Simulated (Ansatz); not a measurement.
Input for Ansatz (development build ahead of 0.2.0):

```yaml
crystal:
  periodic: [false, false, false]
  atoms:
    - { symbol: F, position_ang: [-0.04473, -0.00586, -0.97242] }
    - { symbol: F, position_ang: [0.06034, 0.00017, 1.07688] }
basis:
  gaussian: { orbitals: def2-SVP }
hamiltonian:
  xc: hf
```

The input is written out in the form of the current development build from the run's settings.

Results

| Quantity | Value |
| --- | --- |
| Converged | yes |
| Total energy | -198.35816 hartree |
| Spin squared of the determinant | 0.000 |

Caution: stretched shape with no unrestricted run beside it, a lower state can exist.
